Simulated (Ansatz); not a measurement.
Mulliken charges of C3H3FS, SMILES `F/C=C1\CS1` from ωB97M-V/def2-TZVPP in Ansatz (PBE0-D4/def2-TZVP geometry).

```tsv
atom	x (Å)	y (Å)	z (Å)	charge (e)
F1	0.768	-0.273	2.047	-0.193
C2	0.314	0.651	1.186	0.057
C3	-0.052	0.319	-0.031	-0.041
C4	-0.206	-0.750	-0.995	-0.158
S5	-0.671	0.944	-1.514	-0.040
H6	0.289	1.650	1.599	0.107
H7	0.682	-1.154	-1.472	0.134
H8	-1.033	-1.444	-0.877	0.134
```

Problem. By hand: the dipole of these point charges (1 e Å = 4.8032 D).

Solution. Σ q r = (-0.085, -0.014, -0.252) e Å, of length 0.266 e Å = 1.28 D.

Problem. How does the dipole of the full density compare? (Estimate.)

Solution. Ansatz gave: (-0.030, -0.059, -0.114) e Å, 0.63 D; the point charges give 2.03 times that, at 24° from its direction.

Point charges leave out the atoms' own dipoles, such as those of lone pairs, and Mulliken's split depends on the basis, so the two needn't agree.
